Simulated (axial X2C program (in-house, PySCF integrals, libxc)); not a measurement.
# PO⁺: nuclear properties from DFT to coupled cluster

Computed with an axial X2C code built on PySCF integrals: two-component X2C with atomic mean-field Coulomb and Gaunt terms, Gaussian nuclei, basis P dyall-av3z, O dyall-av3z with contracted cores.

R = 1.429 Å (near the PBE0 minimum at charge 1 of the determinant lowest at the starting distance; the state shown can have its own minimum elsewhere); state Ω = 0 (closed shell).

```json
{"level": "PBE0", "qzz P (a.u.)": "-2.64", "qzz O (a.u.)": "-0.85"}
{"level": "HF", "qzz P (a.u.)": "-3.12", "qzz O (a.u.)": "-0.86"}
{"level": "B3LYP", "qzz P (a.u.)": "-2.63", "qzz O (a.u.)": "-0.89"}
```

qzz is the electric field gradient, eQq0 = 234.96 MHz × Q/barn × qzz. The operators were transformed with the bare-nucleus X2C matrices; with these basis sets, hyperfine constants and field gradients can be off by tens of per cent, and where levels differ in sign neither size nor sign is settled.

Finite-field MP2, CCSD and CCSD(T), with 10 electrons correlated in 118 natural virtual spinors (MP2 remainder added):

| level | qzz P (a.u.) | qzz O (a.u.) |
| --- | --- | --- |
| MP2 | -2.36 | -0.91 |
| CCSD | -2.56 | -0.88 |
| CCSD(T) | -2.42 | -0.88 |

T1 = 0.025 (Lee–Taylor). One unrestricted determinant, the lowest of a limited PBE0 search, is the reference; the functionals treat spin collinearly. Correlation of the inner shells is missing, which matters for properties at the nucleus. Number of frozen shells: P 2 s, 1 p; O 1 s.

By how much does correlation change each value, CCSD(T) against HF?

qzz P -22 %; qzz O 2 %.
